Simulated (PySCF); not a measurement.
O2, SMILES O=O, triplet (B3LYP/def2-SVP optimised geometry):

```
2

O     -0.600     0.000     0.000
O      0.600     0.000     0.000
```

Method: unrestricted B3LYP/def2-TZVP (PySCF).

Problem. What are the frontier orbital energies (α orbitals alone; a β orbital can be the lowest empty one) and the dipole moment?

Solution. HOMO-2 -15.25 eV, HOMO-1 -8.59 eV, HOMO -8.59 eV, LUMO 4.51 eV, LUMO+1 8.38 eV; dipole moment 0.00 D.

On the same geometry unrestricted PBE/def2-TZVP (PySCF) gives HOMO-2 -13.50 eV, HOMO-1 -6.67 eV, HOMO -6.67 eV, LUMO 3.57 eV, LUMO+1 7.69 eV; dipole moment 0.00 D.

Meta-Löwdin charges at B3LYP/def2-TZVP: O1 0.00, O2 0.00.
